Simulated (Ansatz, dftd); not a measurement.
Reaction: C2H6S (ethanethiol, SMILES SCC) → C2H5S (SMILES CC[S], doublet) + H (doublet) (the H-S bond breaks)
Each species at its own B3LYP-D3(BJ)/def2-TZVP minimum (Ansatz, a program for electronic structure), one conformer.

Quantity: bond dissociation energy (electronic), in kJ/mol. Open shells are spin-unrestricted; no spin-orbit coupling. CBS(X,Y): correlation extrapolated as X^-3, Hartree-Fock from the larger set. A bracket is a step between two methods taken in the basis named. The functionals are non-relativistic, so their misses hold any scalar relativity. '+ core + X2C': CCSD(T) terms for core correlation (cc-pwCVTZ, 1s frozen past Ne) and scalar relativity (cc-pVTZ-DK). Where a partner has so few electrons that a lower coupled-cluster level is exact, that level stands in.

Compared with CCSD(T)/CBS(cc-pV(T+d)Z,cc-pV(Q+d)Z) + [CCSDT(Q) - CCSD(T)]/cc-pV(D+d)Z + core + X2C (Ansatz): 385.7 kJ/mol.

### Question
Rank these levels by how close they come to it, closest first: wB97X-V/def2-TZVPD (Ansatz); r2SCAN-D4/def2-TZVPD (Ansatz + dftd4); CAM-B3LYP-D3(BJ)/def2-TZVPD (Ansatz + dftd3); wB97M-V/def2-TZVPD (Ansatz).

### Answer
wB97M-V/def2-TZVPD (382.0 kJ/mol, difference -3.7), wB97X-V/def2-TZVPD (378.4 kJ/mol, difference -7.3), CAM-B3LYP-D3(BJ)/def2-TZVPD (374.0 kJ/mol, difference -11.7), r2SCAN-D4/def2-TZVPD (370.1 kJ/mol, difference -15.6)
